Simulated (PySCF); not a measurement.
**A thermochemical cycle for SiCl**

PBE0 in PySCF with def2-TZVP on every atom, for the lowest determinant that a PBE0 search found; no spin–orbit coupling. SiCl, a doublet (π ↑), has De = 4.45 eV to neutral atoms, and SiCl⁺, a singlet (closed shell), has De = 5.25 eV to Si⁺ + Cl.

The adiabatic ionisation energy of SiCl, between the minima, is 7.42 eV.

**Question.** Which ionisation energy of the Si atom does this level give?

**Answer.** IE(Si) = IE(molecule) + De(ion) − De(neutral) = 7.42 + 5.25 − 4.45 = 8.22 eV; the measured value is 8.152 eV (NIST ASD).

For an ion De counts to the pair picked by the measured ionisation energies or electron affinities, which need not be the lowest pair at this level. States were picked by a PBE0 search and need not be the measured ground states.
